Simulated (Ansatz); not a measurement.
Rock-salt HfC was calculated with PBE (plane waves, PAW; Ansatz, a program for electronic structure).

Output (set-up and result lines):

```
Crystal: 2 atoms, lattice volume = 26.160 Å³
Basis set: ecut = 520 eV, 725 PW (Γ), exchange–correlation on 50×50×50 points (8 copies of the dense FFT grid, shifted against one another)
Bands: 19, of which v1, the nominal top of the filled ones, is band 15 counted from 1 (14 counted from 0)
Symmetry: 48 space group operations
Space group: Fm-3m (ITA 225), of the structure as read, at distance tolerance 3.0e-5 Å
k-points: 256 of 8000
Functional: x = pbe(κ = 0.804, μ = 0.2195149727645171), c = pbe(β = 0.06672455060314922)
SCF iter   1: F=—  HF=-15974.119680 eV  |F-HF|=—  |Δ(HF+E_count)|=         —  Δρ=2.06e-3  dr2=1.14e-3
SCF iter   2: F=—  HF=-15974.119503 eV  |F-HF|=—  |Δ(HF+E_count)|=   1.78e-4  Δρ=9.17e-4  dr2=1.01e-4
  ...
SCF iter   7: F=—  HF=-15974.119519 eV  |F-HF|=—  |Δ(HF+E_count)|=   4.14e-9  Δρ=3.04e-6  dr2=1.96e-9
SCF iter   8: F=-15974.119519 eV  HF=-15974.119519 eV  |F-HF|=9.64e-11  |Δ(HF+E_count)|=  2.73e-10  Δρ=5.42e-7  dr2=4.11e-11
SCF 1 converged in 8 iterations: F = -15974.119519 eV  dr2 = 4.11e-11
SCF converged after 8 iterations
Free energy (F): -15974.119519 eV
Internal energy: -15974.117609 eV  (E = F + TS)
E sigma→0 (E₀):  -15974.118564 eV
Fermi energy:    19.272706 eV
--- Forces (eV/Å), atoms counted from 1 ---
  atom   1  Hf    -0.00000000    -0.00000000     0.00000000
  atom   2  C      0.00000000    -0.00000000     0.00000000
--- Stress (GPa, compression-positive) ---
       -8.476672       0.000000       0.000000
        0.000000      -8.476672      -0.000000
       -0.000000       0.000000      -8.476672
  P = ⅓ Tr σ = -8.4767 GPa (-84.767 kbar)
```

Write an input file that produces this run.

Several could match; the one computed here: 
Ansatz 0.2 input:
```yaml
crystal:
  lattice:
    - [0.0, 2.3561362177, 2.3561362177]
    - [2.3561362177, 0.0, 2.3561362177]
    - [2.3561362177, 2.3561362177, 0.0]
  atoms:
    - { symbol: Hf, position: [0.0, 0.0, 0.0] }
    - { symbol: C, position: [0.5, 0.5, 0.5] }
basis:
  ecutwfc: 520
  ecutrho_ratio: 4
  xc_grid: 2
kpoints:
  mp_grid: { grid: [20, 20, 20] }
hamiltonian:
  xc: pbe
  dispersion: none
  pseudopotentials: { kind: paw }
scf:
  occupations: { method: fermi_dirac, width: 0.05 }
  convergence: { dr2_threshold: 0.0000000002 }
output:
  forces: true
  stress: true
  eigenvalues: true
```

The cell is one volume of an energy–volume scan, off the minimum.
